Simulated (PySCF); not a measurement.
Worked example: chemical shift, span and skew from a shielding tensor

CH3Cl, SMILES ClC. Atoms are numbered in the order given.

```xyz
5

C      0.0000     0.0000    -1.1220
Cl     0.0000     0.0000     0.6552
H      0.8928     0.5154    -1.4689
H      0.0000    -1.0309    -1.4689
H     -0.8928     0.5154    -1.4689
```
Charge 0, spin multiplicity 1.

Coordinates come from a ωB97X-D3(BJ)/def2-TZVP optimisation.

GIAO shieldings from HF/pcSseg-2 run with PySCF, non-relativistic, no solvent. The symmetric part of the tensor of C1 has the principal values 148.5, 148.5, 194.3 ppm. The same nucleus in TMS has σ = 193.3 ppm at this level (PySCF, at its B3LYP-D3(BJ)/def2-TZVP geometry). Without spin–orbit terms, shifts of atoms bonded to Cl or Br come out too high.

Task: Work out the isotropic shielding, the ¹³C shift against TMS, the span and the skew.

Result: 
σ(iso) = (σ11 + σ22 + σ33)/3 = 163.8 ppm. δ = σ(ref) − σ(iso) = 193.3 − (163.8) = 29.5 ppm.
Span Ω = σ33 − σ11 = 45.8 ppm. Skew κ = 3(σ(iso) − σ22)/Ω = 1.00, an axial tensor. Tumbling in solution averages the tensor to δ; in a static solid the shielding alone would spread this spin-1/2 line over Ω.
